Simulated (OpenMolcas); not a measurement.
## How methods differ on C2H5N (N-methylmethanimine)

The species is C2H5N (8 atoms), meant as a singlet with charge 0. SMILES: `C=NC`. Geometry: relaxed at PBE0-D4/def2-TZVP.

```
atom    x (Å)    y (Å)    z (Å)
   C  -0.7103   0.7486  -0.7893
   N   0.4460   0.3134  -0.5584
   C   0.6237  -0.5640   0.5681
   H  -1.5852   0.4922  -0.1739
   H  -0.8726   1.4138  -1.6369
   H  -0.3029  -0.7592   1.1277
   H   1.0362  -1.5141   0.2180
   H   1.3651  -0.1306   1.2447
```

Quantity: the dipole moment, in D. The values are calculated.

| level | kind | program | value (D) | CPU time |
| --- | --- | --- | --- | --- |
| HF/aug-cc-pVDZ | Hartree–Fock | OpenMolcas | 1.74 | 16 s |
| SVWN5/aug-cc-pVDZ | LDA | OpenMolcas | 1.45 | 39 s |
| BLYP/aug-cc-pVDZ | GGA | OpenMolcas | 1.42 | 54 s |
| M06-L/aug-cc-pVDZ | meta-GGA | OpenMolcas | 1.42 | 78 s |
| TPSS/aug-cc-pVDZ | meta-GGA | OpenMolcas | ? | 79 s |
| r2SCAN/aug-cc-pVDZ | meta-GGA | OpenMolcas | ? | 74 s |
| BHLYP/aug-cc-pVDZ | global hybrid | OpenMolcas | 1.62 | 47 s |
| PBE0/aug-cc-pVDZ | global hybrid | OpenMolcas | 1.52 | 52 s |

Task: Estimate the missing values from the other rows.

Result: As computed at these levels: TPSS/aug-cc-pVDZ: 1.44 D; r2SCAN/aug-cc-pVDZ: 1.46 D. Measured: 1.53 D (NIST CCCBDB). Nearest: PBE0/aug-cc-pVDZ (-0.01 D); farthest: HF/aug-cc-pVDZ (+0.21 D). The measured dipole is a vibrational average, so differences of a few hundredths of a debye mean little. Computed less measured by kind, in D (aug-cc-pVDZ rows): Hartree–Fock +0.21; LDA -0.08; GGA -0.11; meta-GGA -0.11 to -0.07; global hybrid -0.01 to +0.09. CPU times are rough (shared hosts, several kinds of processor): they show what a rung costs within a factor of a few.
